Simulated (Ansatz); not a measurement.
A nudged elastic band was laid between two geometries of AlH₃O (5 atoms, charge 0, multiplicity 1).

These are results of Ansatz 0.2.0, RKS B3LYP-D4/def2-SVP, not measurements.

```
movable images  : 9
climbing image  : yes
spring          : 5.0 eV/Å²
optimiser       : quadratic models (default)
start path      : through a guess of the saddle point
force threshold : 0.05 eV/Å
iteration limit : 60
end points      : relaxed
```

Image 0:

```xyz
5
Properties=species:S:1:pos:R:3
Al 0.280 -0.080 0.321
H 0.167 -0.002 1.899
O 1.777 -0.425 -0.422
H 2.615 -0.592 0.019
H -0.925 0.148 -0.670
```

Image 10:

```xyz
5
Properties=species:S:1:pos:R:3
Al -0.761 0.178 0.277
H 1.709 -0.355 1.534
O 1.285 -0.269 0.668
H 1.934 -0.467 -0.025
H -0.251 -0.039 -1.307
```

Question: Which bonds break or form, and what moves?

Answer: Bonds broken: Al1–H2. Bonds formed: H2–O3.

Question: Give the energies along the band, and the barrier.

Answer: The run converged. The highest image is number 5 of 0 to 10, 305.9 kJ/mol above the first end and 110.8 kJ/mol above the last; the last end lies 195.1 kJ/mol above the first. A vibrational analysis at the climbing image gives one clearly imaginary mode, 1467i cm⁻¹: a first-order saddle point. The orbitals stay closed-shell, which can raise the energy where a bond breaks towards radicals; this wasn't checked here.

| image | path coordinate (Å) | energy (kJ/mol) | Al1–H2 (Å) | H2–O3 (Å) |
| --- | --- | --- | --- | --- |
| 0 | 0.00 | 0.0 | 1.58 | 2.86 |
| 1 | 0.35 | 10.9 | 1.58 | 2.74 |
| 2 | 0.70 | 50.6 | 1.57 | 2.44 |
| 3 | 1.06 | 132.1 | 1.58 | 2.06 |
| 4 | 1.41 | 241.7 | 1.62 | 1.69 |
| 5 | 1.76 | 305.9 | 1.73 | 1.32 |
| 6 | 2.04 | 261.4 | 1.92 | 1.06 |
| 7 | 2.33 | 218.3 | 2.23 | 0.98 |
| 8 | 2.62 | 202.9 | 2.52 | 0.97 |
| 9 | 2.90 | 196.7 | 2.70 | 0.97 |
| 10 | 3.19 | 195.1 | 2.82 | 0.97 |

Question: What is the geometry of the highest image?

Answer: 
```xyz
5
Properties=species:S:1:pos:R:3
Al -0.185 0.158 0.407
H 1.107 -0.174 1.508
O 1.662 -0.122 0.313
H 2.273 -0.783 -0.070
H -0.941 -0.031 -1.010
```

Question: What are the harmonic wavenumbers there?

Answer: 1467i, 301, 366, 547, 660, 794, 1672, 1796, 3636 cm⁻¹.

Time of the run: 2.4 min on 1 thread of Arm Neoverse N1, on a shared host, peak memory 0.09 GiB.
